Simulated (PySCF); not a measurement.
## How good is the calculation?

Atoms are numbered as in `[CH3:1][CH2:2][CH2:3][O:4][CH2:5][CH3:6]`; H(Xn) means a hydrogen on atom n.

What is known from experiment: δ $^{17}$O O4 1.7 ppm (measured; liquid, neat; K. Matsuzaki, S. Hayashi, W. Nakanishi, RSC Adv. 2024, ESI (observed values from its refs S1-S5)).
δ $^{13}$C C3 72.5; C2 23.2; C1 10.7 ppm (measured; solution, not stated per compound (mostly CDCl3 or CCl4); Pretsch, Buehlmann, Badertscher, Structure Determination of Organic Compounds, 4th ed. (2009)).

Theoretical values (PySCF 2.14.0 with density-fitted response routines): GFN2-xTB structure, σ from GIAO-PBE0/pcSseg-1. One conformer, equivalent nuclei averaged, isolated molecule, relativity neglected.

(1) How close does the calculation come?

(2) How far are the unscaled $^{13}$C shifts from the references?

Answers

(1) 
Reference values: measured (liquid, neat; K. Matsuzaki, S. Hayashi, W. Nakanishi, RSC Adv. 2024, ESI (observed values from its refs S1-S5)).
```
atoms           quantity  reference  computed  computed, scaled
   O4  δ $^{17}$O vs H2O        1.7         –              14.0
```

Reference values: measured (solution, not stated per compound (mostly CDCl3 or CCl4); Pretsch, Buehlmann, Badertscher, Structure Determination of Organic Compounds, 4th ed. (2009)).
| atoms | quantity | reference | computed | computed, scaled |
| --- | --- | --- | --- | --- |
| C3 | δ $^{13}$C | 72.5 | 79.1 | 74.9 |
| C2 | δ $^{13}$C | 23.2 | 27.8 | 24.9 |
| C1 | δ $^{13}$C | 10.7 | 11.7 | 9.2 |

Computed shifts are σ(ref) − σ with the named reference compound (TMS for H and C) calculated as an isolated molecule at the same level. The measured values may be among those fitted. Shieldings were converted by linear fits to measured shifts (mostly CDCl3, TMS scale, for H and C): $^{13}$C: δ = 179.97 − 0.974σ (rms 2.1 ppm, 958 shifts, 2.3 ppm with the 13 outliers that the fit left out); $^{17}$O: δ = 266.70 − 0.911σ (rms 10.7 ppm, 155 shifts, 12.2 ppm with the 3 outliers that the fit left out vs liquid water, solution or neat liquid). A few per cent of atoms miss by over 2 rms, more outside the fitted compound classes.

(2) Mean signed difference +4.07 ppm, mean absolute 4.07 ppm over 3 comparisons; the largest is +6.6 ppm at C3 (sp3 CH2 bonded to O).
